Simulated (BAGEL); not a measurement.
**SiH3O (SMILES [O][SiH3]) at UHF/3-21G (density fitting with qzvpp-jkfit)**

What is the vertical ionisation energy of SiH3O at UHF/3-21G (density fitting with qzvpp-jkfit)? 

Program for the calculation: BAGEL 1.2.2.

2 further runs of the same task are left out: 1 that didn't finish, 1 set aside as unsound or not needed.

## (1) The molecule

The species is SiH3O (5 atoms), meant as a doublet with charge 0. SMILES: `[O][SiH3]`. The coordinates come from a GFN2-xTB relaxation.

Bond lengths: O1–Si2 1.530 Å, Si2–H3 1.490 Å, Si2–H4 1.494 Å, Si2–H5 1.496 Å. Angles: O1–Si2–H3 115.3°, O1–Si2–H4 114.5°, O1–Si2–H5 114.3°, H3–Si2–H4 104.6°, H3–Si2–H5 104.2°, H4–Si2–H5 102.6°.

## (2) The energy at UHF/3-21G (density fitting with qzvpp-jkfit)

The input, calc.json:

```json
{ "bagel" : [

{
  "title" : "molecule",
  "basis" : "3-21g",
  "df_basis" : "qzvpp-jkfit",
  "angstrom" : "true",
  "geometry" : [
    { "atom" : "O", "xyz" : [   -1.416610,    0.267850,    0.690210 ] },
    { "atom" : "Si", "xyz" : [   -0.065850,    0.007840,    0.019870 ] },
    { "atom" : "H", "xyz" : [   -0.120650,   -0.242400,   -1.447490 ] },
    { "atom" : "H", "xyz" : [    0.685890,   -1.159260,    0.572930 ] },
    { "atom" : "H", "xyz" : [    0.917210,    1.125960,    0.164480 ] }
  ]
},
{
  "title" : "uhf",
  "nopen" : 1
},
{
  "title" : "print",
  "file" : "orbitals.molden",
  "orbitals" : "true"
}

]}
```

Command:

```
$ BAGEL_NUM_THREADS=1 BAGEL calc.json > calc.out
```

The program printed:

```text
* using 1 threads per process

  ===============================================================
  ===============================================================

  *** Geometry ***

  { "atom" : "O", "xyz" : [     -2.677005,      0.506163,      1.304308 ] },
  { "atom" : "Si", "xyz" : [     -0.124438,      0.014815,      0.037549 ] },
  { "atom" : "H", "xyz" : [     -0.227995,     -0.458070,     -2.735360 ] },
  { "atom" : "H", "xyz" : [      1.296144,     -2.190684,      1.082681 ] },
  { "atom" : "H", "xyz" : [      1.733276,      2.127756,      0.310822 ] },

  Number of auxiliary basis functions:      259

  Since a DF basis is specified, we compute 2- and 3-index integrals:
    o Being stored without compression. Storage requirement is 0.002 GB

  Number of basis functions:       28
  Number of electrons      :       25

    * METHOD: MOLECULE                             0.07

  *** Open-shell HF ***

  === Nuclear Repulsion ===
    59.2808867397

      * DIIS with orbital gradients will be used.

  === UHF iteration (3-21g) ===
      0       -363.17903559          0.10343413           0.01
      1       -363.22099783          0.11474376           0.01
      2       -363.32449158          0.09782200           0.01
      3       -363.49643044          0.01252599           0.01
      4       -363.51484697          0.00594997           0.01
      5       -363.51953111          0.00166989           0.01
      6       -363.51991572          0.00059423           0.01
      7       -363.52014215          0.00011258           0.01
      8       -363.52021287          0.00005912           0.01
      9       -363.52023756          0.00002173           0.01
     10       -363.52023927          0.00000803           0.01
     11       -363.52023930          0.00000651           0.01
     12       -363.52023934          0.00000395           0.01
     13       -363.52023934          0.00000153           0.01
     14       -363.52023934          0.00000109           0.01
     15       -363.52023935          0.00000094           0.01
     16       -363.52023935          0.00000092           0.01
     17       -363.52023935          0.00000091           0.01
     18       -363.52023935          0.00000091           0.01
     19       -363.52023935          0.00000090           0.01
     20       -363.52023935          0.00000087           0.01
     21       -363.52023936          0.00000081           0.01
     22       -363.52023937          0.00000076           0.01
     23       -363.52023938          0.00000066           0.01
     24       -363.52023938          0.00000061           0.01
     25       -363.52023939          0.00000054           0.01
     26       -363.52023939          0.00000034           0.01
     27       -363.52023940          0.00000025           0.01
     28       -363.52023940          0.00000013           0.01
     29       -363.52023940          0.00000006           0.01
     30       -363.52023940          0.00000005           0.01
     31       -363.52023940          0.00000003           0.01
     32       -363.52023940          0.00000002           0.01
     33       -363.52023940          0.00000001           0.01
     34       -363.52023940          0.00000001           0.01
    * SCF iteration converged.

    * S^2 (UHF) is 0.7579

    * Permanent dipole moment:
           (   -0.380344,     0.043387,     0.109541) a.u.

    * METHOD: UHF                                  0.41

    * METHOD: PRINT                                0.01

  ===============================================================
```

It took 0.64 s on 1 thread of Arm Neoverse N1, shared host; peak memory 0.081 GiB.

## (3) The singlet cation, same level

The input, calc.json:

```json
{ "bagel": [

{
  "title": "molecule",
  "basis": "3-21g",
  "df_basis": "qzvpp-jkfit",
  "angstrom": true,
  "geometry": [
    { "atom": "O", "xyz": [      -1.416610,       0.267850,       0.690210 ] },
    { "atom": "Si", "xyz": [      -0.065850,       0.007840,       0.019870 ] },
    { "atom": "H", "xyz": [      -0.120650,      -0.242400,      -1.447490 ] },
    { "atom": "H", "xyz": [       0.685890,      -1.159260,       0.572930 ] },
    { "atom": "H", "xyz": [       0.917210,       1.125960,       0.164480 ] }
  ]
},

{ "title": "hf", "charge": 1 },

{ "title": "print", "file": "orbitals.molden", "orbitals": true }

]}
```

Command:

```
$ BAGEL_NUM_THREADS=1 BAGEL calc.json > calc.out
```

The program printed:

```text
* using 1 threads per process

  ===============================================================
  ===============================================================

  *** Geometry ***

  { "atom" : "O", "xyz" : [     -2.677005,      0.506163,      1.304308 ] },
  { "atom" : "Si", "xyz" : [     -0.124438,      0.014815,      0.037549 ] },
  { "atom" : "H", "xyz" : [     -0.227995,     -0.458070,     -2.735360 ] },
  { "atom" : "H", "xyz" : [      1.296144,     -2.190684,      1.082681 ] },
  { "atom" : "H", "xyz" : [      1.733276,      2.127756,      0.310822 ] },

  Number of auxiliary basis functions:      259

  Since a DF basis is specified, we compute 2- and 3-index integrals:
    o Being stored without compression. Storage requirement is 0.002 GB

  Number of basis functions:       28
  Number of electrons      :       25

    * METHOD: MOLECULE                             0.07

  *** RHF ***

  === Nuclear Repulsion ===
    59.2808867397

      * DIIS with orbital gradients will be used.

  === RHF iteration (3-21g) ===
      0       -362.65006127          0.06232348           0.00
      1       -362.54227172          0.08122301           0.00
      2       -362.99234248          0.01000237           0.00
      3       -363.01142196          0.00398836           0.00
      4       -363.01589574          0.00064752           0.00
      5       -363.01597070          0.00026422           0.00
      6       -363.01597667          0.00006102           0.00
      7       -363.01597725          0.00003081           0.00
      8       -363.01597764          0.00002645           0.00
      9       -363.01597833          0.00002139           0.00
     10       -363.01597894          0.00001956           0.00
     11       -363.01597919          0.00001954           0.00
     12       -363.01597920          0.00001954           0.00
     13       -363.01597916          0.00001954           0.00
     14       -363.01597878          0.00001947           0.00
     15       -363.01597806          0.00001949           0.00
     16       -363.01598054          0.00001934           0.00
     17       -363.01598674          0.00001961           0.00
     18       -363.01598632          0.00001950           0.00
     19       -363.01598653          0.00001966           0.00
     20       -363.01598766          0.00001956           0.00
     21       -363.01598650          0.00001916           0.00
     22       -363.01598579          0.00001915           0.00
     23       -363.01598630          0.00001916           0.01
     24       -363.01598623          0.00001917           0.00
     25       -363.01599000          0.00001879           0.00
     26       -363.01601191          0.00009269           0.00
     27       -363.01601184          0.00008830           0.00
     28       -363.01600125          0.00002970           0.00
     29       -363.01600079          0.00002750           0.00
     30       -363.01600572          0.00003651           0.00
     31       -363.01601030          0.00003428           0.00
     32       -363.01601969          0.00006153           0.00
     33       -363.01599903          0.00009192           0.00
     34       -363.01601827          0.00002463           0.00
     35       -363.01602652          0.00011330           0.00
     36       -363.01602728          0.00006334           0.00
     37       -363.01602799          0.00004459           0.00
     38       -363.01602815          0.00000761           0.00
     39       -363.01602827          0.00000470           0.00
     40       -363.01602829          0.00000305           0.00
     41       -363.01602830          0.00000031           0.00
     42       -363.01602830          0.00000016           0.00
     43       -363.01602830          0.00000006           0.00
     44       -363.01602830          0.00000002           0.00
     45       -363.01602830          0.00000002           0.00
     46       -363.01602830          0.00000001           0.00
    * SCF iteration converged.

    * Permanent dipole moment:
           (   -0.764195,    -0.175275,    -0.077530) a.u.

    * METHOD: HF                                   0.29

    * METHOD: PRINT                                0.01

  ===============================================================
```

Wall time 0.52 s (1 thread of Arm Neoverse N1, shared host); peak memory 0.081 GiB.

## (4) Outcome

At UHF/3-21G (density fitting with qzvpp-jkfit):

```
                                          quantity          value
                       doublet SiH3O: total energy  -363.52024 Eh
                      doublet SiH3O: dipole moment         1.01 D
                               doublet SiH3O: ⟨S²⟩          0.758
                      singlet cation: total energy  -363.01603 Eh
                       singlet cation: HOMO energy      -19.51 eV
                       singlet cation: LUMO energy      -11.34 eV
                     singlet cation: HOMO–LUMO gap        8.17 eV
vertical ionisation energy (to the singlet cation)      13.720 eV
```

The vertical ionisation energy comes to 13.72 eV (316 kcal/mol). Only the singlet of the ionised species was computed; a triplet could lie lower.
